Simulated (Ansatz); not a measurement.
System (SMILES): [SiH2] (SiH2) (closed-shell singlet).
Atoms: Si1, H2, H3. Bonds: Si1-H2, Si1-H3.

How fast the highest harmonic wavenumber converges with the basis for several methods (Ansatz, a first-principles code): deviation from each method's own reference, in cm⁻¹. References: B3LYP 2035 cm⁻¹, the value in def2-QZVPPD; CCSD(T) 2077 cm⁻¹, the value in def2-QZVPP; HF 2158 cm⁻¹, the value in def2-QZVPPD; MP2 2131 cm⁻¹, the value in def2-QZVPP; PBE 1979 cm⁻¹, the value in def2-QZVPPD. Cartesian d functions, on some or all atoms, in 6-311G**; all else is spherical. In correlated methods cores are frozen. A restricted Hartree-Fock determinant is unstable towards unrestricted orbitals. No added dispersion term, no relativity. Each level at its own minimum, unscaled; the references are large sets that could be run, not limits.

```csv
basis,functions,B3LYP,CCSD(T),HF,MP2,PBE
6-311G**,39,?,15,15,19,-4
def2-TZVP,49,?,7,0,4,1
aug-cc-pV(D+d)Z,50,?,-34,-16,-30,-8
cc-pV(T+d)Z,67,?,-14,-8,-12,-4
def2-TZVPP,70,?,-4,-3,-3,-1
"6-311++G(3df,3pd)",83,?,-1,-1,-1,0
cc-pV(Q+d)Z,124,?,0,0,0,5
def2-QZVPP,130,?,0,0,0,0
```

Task: Fill in the missing entries.

Result: 
- 6-311G**, B3LYP: -3
- def2-TZVP, B3LYP: 1
- aug-cc-pV(D+d)Z, B3LYP: -15
- cc-pV(T+d)Z, B3LYP: -5
- def2-TZVPP, B3LYP: -1
- 6-311++G(3df,3pd), B3LYP: -1
- cc-pV(Q+d)Z, B3LYP: 7
- def2-QZVPP, B3LYP: 0

Mean absolute deviation over 6-311G**, def2-TZVP, cc-pV(T+d)Z, def2-TZVPP, 6-311++G(3df,3pd): PBE 2, B3LYP 2, HF 6, MP2 8, CCSD(T) 8 cm⁻¹.
